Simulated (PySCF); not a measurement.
# Telling isomers of C₄H₅N apart by NMR

Fast rotation and ring inversion assumed for equivalent nuclei, single conformer, non-relativistic, no solvent model. Coordinates at the PBE0-D3(BJ)/def2-SVP level; J couplings at B3LYP/pcJ-1 (spin–dipole term left out of most H,H and C,H couplings); σ from GIAO-PBE0/pcSseg-1; PySCF 2.14.

References, each an isolated molecule treated in the same way: ¹H (σref 31.27) and ¹³C (σref 184.41) against TMS. Multiplet labels drop J under 1 Hz and among equivalent protons, and merge close values. Unscaled 3J(H,H) run several per cent high. Shifts are as computed. Against solution values, carbons near 30 ppm lie about +2 ppm off and those near 130 ppm about +5 ppm. Of 1211 compounds with measured shifts, 218 miss one by over three times the rms of a fit or turn the order of signals round; such compounds aren't used in these exercises. OH and NH positions are gas-phase values without hydrogen bonding to other molecules.

(1) Tabulate the signals of `c1cc[nH]c1`, `C=CCC#N` and their relative energies.

(2) What is the quickest way to tell c1cc[nH]c1 from C=CCC#N?

## Answers

(1) 
| SMILES | carbon types | δC | δH | E rel. (kcal/mol) |
| --- | --- | --- | --- | --- |
| c1cc[nH]c1 | 4×CH | 119.6, 113.9 | 7.36 (br s, 1H), 6.66 (m, 2H), 6.38 (m, 2H) | 0.0 |
| C=CCC#N | 1×C 1×CH 2×CH2 | 137.2, 129.1, 121.2, 24.4 | 5.93 (m, 1H), 5.57 (dq, 1H), 5.55 (dq, 1H), 2.81 (dt, 2H) | 23.5 |

Energies are electronic energies at PBE0/pcSseg-1 on these geometries, without zero-point or thermal terms, each for the one conformer computed, which needn't be the lowest.

(2) Count the carbon signals: 2 against 4. The first has an aromatic CH at 113.9 ppm, the second a terminal =CH2 carbon at 129.1 ppm. Their most deshielded carbons lie at 119.6 and 137.2 ppm. In the proton spectra the most deshielded non-exchanging signals are 6.66 (m, 2H) and 5.93 (m, 1H).
